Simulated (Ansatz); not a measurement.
# Volumes and bulk moduli along the alkaline-earth metals

These are results of DFT, LDA (PW92), plane waves (420 eV) with PAW, scalar-relativistic in Ansatz 0.2.0, not measurements. The PAW files were generated under PBE, with cores re-solved for the functional.

Each structure is relaxed within its symmetry, in the lowest magnetic state of the tried starts. B₀ comes from uniform scaling at fixed shape; a dash is a value not given.

```csv
element,structure,V (Å³/atom),B₀ (GPa),magnetic state
Be,hcp,7.55,132,spin not included
Mg,hcp,21.61,40,spin not included
Ca,fcc,38.13,19,spin not included
Sr,fcc,48.92,14,spin not included
Ba,?,?,?,?
```

(1) Fill in the row of Ba.

## Answers

(1) structure: bcc; V (Å³/atom): 53.85; B₀ (GPa): 10; magnetic state: spin not included.
